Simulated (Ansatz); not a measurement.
```yaml
crystal:
  periodic: [false, false, false]
  atoms:
    - {symbol: B, position_ang: [-2.027178, -0.350638, -0.003562]}
    - {symbol: Ge, position_ang: [-0.310698, 0.488339, 0.003785]}
    - {symbol: Cl, position_ang: [1.343892, -0.893569, -0.006634]}
    - {symbol: H, position_ang: [-3.135147, -0.002461, -0.001196]}
basis:
  gaussian: {orbitals: def2-TZVP}
magnetization: {spin_polarized: true, initial_magnetization: 1}
hamiltonian: {xc: pbe0}
relax: {f_tol: 0.004, max_steps: 80}
```

```sh
$ ansatz run in.yaml --threads 1 --pin off --events-out ev --progress --plain --max-ram 2176MiB
```

Steps of the relaxation (energy above the last step; positions in Å, forces in eV/Å):

```
4
step 1, 1154.2 meV
B    -2.027   -0.351   -0.004   -0.105   -0.147   -0.001
Ge   -0.311    0.488    0.004    0.854    0.313    0.003
Cl    1.344   -0.894   -0.007    0.132   -0.085   -0.001
H    -3.135   -0.002   -0.001   -0.880   -0.081   -0.001
```

```
4
step 2, 1090.2 meV
B    -2.046   -0.296   -0.003   -0.172   -0.119   -0.001
Ge   -0.265    0.487    0.004    0.359    0.324    0.003
Cl    1.389   -0.908   -0.007   -0.088   -0.110   -0.001
H    -3.207   -0.041   -0.002   -0.099   -0.095   -0.001
```

```
4
step 3, 1056.0 meV
B    -2.025   -0.256   -0.003   -0.379    0.005    0.000
Ge   -0.225    0.554    0.004    0.120    0.218    0.002
Cl    1.343   -0.949   -0.007   -0.083   -0.099   -0.001
H    -3.222   -0.108   -0.002    0.342   -0.124   -0.001
```

```
4
step 5, 987.4 meV
B    -1.939   -0.120   -0.002   -0.723   -0.051   -0.001
Ge   -0.136    0.768    0.006    0.051    0.061    0.001
Cl    1.087   -1.068   -0.008   -0.053   -0.044    0.000
H    -3.142   -0.339   -0.004    0.725    0.034    0.001
```

```
4
step 6, 935.4 meV
B    -1.899   -0.041   -0.001   -0.374   -0.089   -0.001
Ge   -0.095    0.883    0.007   -0.031   -0.119   -0.001
Cl    0.900   -1.127   -0.009   -0.205    0.097    0.001
H    -3.036   -0.473   -0.005    0.611    0.111    0.001
```

```
4
step 9, 575.8 meV
B    -1.736    0.041    0.000    0.459   -0.661   -0.005
Ge   -0.046    1.099    0.009   -0.174    0.334    0.003
Cl    0.323   -1.175   -0.009   -0.628    0.019    0.000
H    -2.669   -0.723   -0.007    0.344    0.307    0.003
```

```
4
step 17, 0.0 meV
B    -1.437   -0.173   -0.001    0.000    0.001   -0.003
Ge   -0.163    1.361    0.011   -0.001   -0.001    0.001
Cl   -0.004   -1.299   -0.010    0.000   -0.001    0.001
H    -2.525   -0.647   -0.006    0.000    0.000    0.002
```

Close pairs at the end: B1–H4 1.187 Å, B1–Cl3 1.822 Å, B1–Ge2 1.994 Å, Ge2–Cl3 2.665 Å.

A stationary point of unrestricted PBE0 after 17 steps, with ⟨S²⟩ = 0.753 against 0.75 for a pure state; no frequencies were run, so it isn't proven a minimum. 75 s on 1 thread of Intel Xeon 6975P-C, shared host.
